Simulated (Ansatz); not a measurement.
`[SiH2][SiH3]` radical. Charge 0, multiplicity 2. All single points use the PBE0-D4/def2-TZVP geometry.

```xyz
7

Si   -0.072   -1.376   -0.105
Si   -0.066    0.948   -0.174
H     1.281   -1.996   -0.071
H    -0.925   -1.960    0.966
H    -1.465    1.431   -0.316
H     0.523    1.558    1.051
H     0.724    1.395   -1.351
```

Question: What is the dipole moment at PBE/def2-TZVPP? (An estimate is asked.)

Answer: The calculation gave: 0.06 D, with components (0.01, 0.06, 0.01) D in this frame, pointing from negative to positive charge.

Question: And with r2SCAN, B3LYP, ωB97M-V? (An estimate is asked.)

Answer: The calculation gave: r2SCAN 0.05 D, B3LYP 0.05 D, ωB97M-V 0.10 D.

Question: Give the Mulliken charges with PBE, B3LYP, r2SCAN in def2-TZVPP. (An estimate is asked.)

Answer: The calculation gave: 
```
atom    PBE  B3LYP  r2SCAN
 Si1   0.04   0.07    0.08
 Si2   0.12   0.18    0.20
  H3  -0.03  -0.04   -0.05
  H4  -0.03  -0.04   -0.05
  H5  -0.04  -0.05   -0.06
  H6  -0.04  -0.05   -0.06
  H7  -0.04  -0.05   -0.06
```

B3LYP here is the variant with VWN-RPA as its local correlation; programs differ in this.

Computed with Ansatz.
